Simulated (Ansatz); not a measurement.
in.yaml

```yaml
crystal:
  periodic: [false, false, false]
  atoms:
    - {symbol: Al, position_ang: [0.000000, 0.000000, 2.107800]}
    - {symbol: Al, position_ang: [0.000000, 0.000000, -0.230400]}
    - {symbol: F, position_ang: [0.000000, 0.000000, -1.877400]}
basis:
  gaussian: {orbitals: cc-pVTZ}
total_charge: 1
magnetization: {spin_polarized: true, initial_magnetization: 2}
hamiltonian: {xc: {name: PBE}}
correlation: {method: rpa, electrons: outside_noble_gas}
```

```sh
$ ansatz run in.yaml --threads 2 --pin off --events-out ev --progress --plain --max-ram 15360MiB --backend cuda --devices 0, --max-vram 18GiB
```

The program prints:

```
627 factors; integrals over basis functions are off by at most 1.3e-3 eV
mean field evaluation 1: about -15874.4668 eV, gradient 7.7e1 eV
mean field evaluation 2: about -15874.4591 eV, gradient 7.7e1 eV
mean field evaluation 4: about -15871.7663 eV, gradient 5.2e1 eV
mean field evaluation 8: about -15894.1884 eV, gradient 1.8e0 eV
mean field evaluation 16: about -15894.2151 eV, gradient 7.8e-4 eV
mean field evaluation 32: about -15894.2151 eV, gradient 2.7e-6 eV
mean field evaluation 64: about -15781.9556 eV, gradient 6.2e1 eV
mean field -15894.21507189 eV, -584.1016304059 hartree, gradient 1.6e-6 eV, S^2 2.003948; 1 other end points of the search recorded, 0 dependent functions left out
11 core orbitals not correlated: weight in the atoms' cores, before any rotation towards them, 1.000 or more for the frozen orbitals, at most 0.000 for the correlated occupied ones
reference -15865.78701436 eV, -583.0569185612 hartree; 7, 5 occupied and 80, 82 virtual orbitals, 627 factors
Total energy: -15880.93048629 eV, -583.6134308898 hartree
```

Ran on 2 threads of AMD EPYC 7R13 with a shared H100 80 GB, shared host: 1.9 s wall, 0.85 GiB peak host memory.
